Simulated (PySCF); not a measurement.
Ligands exchanged one at a time, B Cl-H. Gas-phase values, no solvent. Strings in code marks are SMILES.

Quantity: redistribution energy (mixed species minus the weighted end members), in eV.

Case: 1 of 3 Cl replaced by H: `ClBCl`. The other species in the difference include `ClB(Cl)Cl` (neutral, multiplicity 1). Geometry of `ClBCl` (neutral, multiplicity 1, Å):

```xyz
4

Cl    -1.3328    -0.7463    -0.6128
B     -0.0067     0.1331     0.0881
Cl     1.4062    -0.7011     0.6632
H     -0.0666     1.3144     0.1748
```

What is the computed redistribution energy (mixed species minus the weighted end members) (PBE/6-31G* // r2SCAN-D4/def2-TZVP (PySCF))?

-0.201 eV.
